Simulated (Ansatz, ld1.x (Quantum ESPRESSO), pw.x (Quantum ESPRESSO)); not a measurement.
**pw.x on diamond Mn: one setting changed**

Potential: ultrasoft, ld1.x (Quantum ESPRESSO) 7.5, PBEsol; core [Ar], reference 3d5 4s2 4p0; waves: 4s (bound): rcut 2.15, rcutus 2.55 bohr; 4s channel at 0.25 Ry: rcut 2.15, rcutus 2.55 bohr; 4p (bound, empty): rcut 2.20, rcutus 2.55 bohr; 4p channel at 1.9 Ry: rcut 2.20, rcutus 2.55 bohr; 3d (bound): rcut 1.20, rcutus 1.40 bohr; 3d channel at 0.1 Ry: rcut 1.20, rcutus 1.40 bohr; 4f channel at 0.5 Ry: rcut 1.95, rcutus 2.50 bohr; 4f channel at 2.4 Ry: rcut 1.95, rcutus 2.50 bohr; local part: all-electron potential smoothed inside 2.40 bohr (lloc = -1); core correction: none; augmentation: built from norm-conserving waves at rcut, not smoothed further.

The reference run (k-mesh 9³, cutoffs 110/880 Ry, Fermi–Dirac 0.01 Ry, mixing_beta 0.4, conv_thr 1e-9, no spin) gives -1.50 GPa at 14.486 Å³/atom, where all-electron LAPW gives 0.82 GPa. This run, with its own iteration cap, changes k-mesh points per axis to 8.

```
&control
  calculation='scf', prefix='x', pseudo_dir='./', outdir='./tmp', tstress=.true., disk_io='none'
/
&system
  ibrav=0, nat=2, ntyp=1, ecutwfc=110, ecutrho=880, nbnd=15,
  occupations='smearing', smearing='fd', degauss=0.01
/
&electrons
  conv_thr=1e-09, mixing_beta=0.4, electron_maxstep=60
/
ATOMIC_SPECIES
Mn 1.0 Mn.UPF
CELL_PARAMETERS angstrom
  0.00000000 2.43771442 2.43771442
  2.43771442 0.00000000 2.43771442
  2.43771442 2.43771442 0.00000000
ATOMIC_POSITIONS crystal
Mn 0.0000 0.0000 0.0000
Mn 0.2500 0.2500 0.2500
K_POINTS automatic
8 8 8 0 0 0
```

```bash
pw.x < Mn.scf.in > Mn.scf.out
```

How does the run end?

It converges in 10 iterations; the free energy moves by -1.1 meV/atom and the pressure by -0.03 GPa.

```
Message from routine setup:
     using ibrav=0 with symmetry is DISCOURAGED, use correct ibrav instead
     lattice parameter (alat)  =       6.5147  a.u.
     unit-cell volume          =     195.5127 (a.u.)^3
     number of electrons       =        14.00
     number of Kohn-Sham states=           15
     kinetic-energy cutoff     =     110.0000  Ry
     charge density cutoff     =     880.0000  Ry
     scf convergence threshold =      1.0E-09
     Exchange-correlation= PBESOL
     number of k points=    29  Fermi-Dirac smearing, width (Ry)=  0.0100
     iteration #  1     ecut=   110.00 Ry     beta= 0.40
     total energy              =     -59.30686131 Ry
     estimated scf accuracy    <       0.08005831 Ry
     iteration #  2     ecut=   110.00 Ry     beta= 0.40
     total energy              =     -59.30706634 Ry
     estimated scf accuracy    <       0.02349265 Ry
     iteration #  3     ecut=   110.00 Ry     beta= 0.40
     total energy              =     -59.30732005 Ry
     estimated scf accuracy    <       0.00472389 Ry
     iteration #  4     ecut=   110.00 Ry     beta= 0.40
     total energy              =     -59.30784635 Ry
     estimated scf accuracy    <       0.00017071 Ry
     iteration #  5     ecut=   110.00 Ry     beta= 0.40
     total energy              =     -59.30790483 Ry
     estimated scf accuracy    <       0.00015986 Ry
     iteration #  6     ecut=   110.00 Ry     beta= 0.40
     total energy              =     -59.30790382 Ry
     estimated scf accuracy    <       0.00002628 Ry
     iteration #  7     ecut=   110.00 Ry     beta= 0.40
     total energy              =     -59.30790826 Ry
     estimated scf accuracy    <       0.00000008 Ry
     iteration #  8     ecut=   110.00 Ry     beta= 0.40
     total energy              =     -59.30790827 Ry
     estimated scf accuracy    <       0.00000003 Ry
     iteration #  9     ecut=   110.00 Ry     beta= 0.40
     total energy              =     -59.30790827 Ry
     estimated scf accuracy    <          6.9E-09 Ry
     iteration # 10     ecut=   110.00 Ry     beta= 0.40
     the Fermi energy is     9.2565 ev
!    total energy              =     -59.30790827 Ry
     estimated scf accuracy    <          1.7E-11 Ry
     smearing contrib. (-TS)   =      -0.00877194 Ry
     The total energy is F=E-TS. E is the sum of the following terms:
     one-electron contribution =      -2.26310422 Ry
     hartree contribution      =      13.66744065 Ry
     xc contribution           =     -13.40473164 Ry
     ewald contribution        =     -57.29874112 Ry
     convergence has been achieved in  10 iterations
          total   stress  (Ry/bohr**3)                   (kbar)     P=      -15.36
     Message from routine punch:
     Nothing written, as per user request (disk_io='none')
```

The run took about 76 s on one core of a shared host (AMD EPYC 7R43 64-Core Processor, 256 threads, 1004 GiB, load 75).
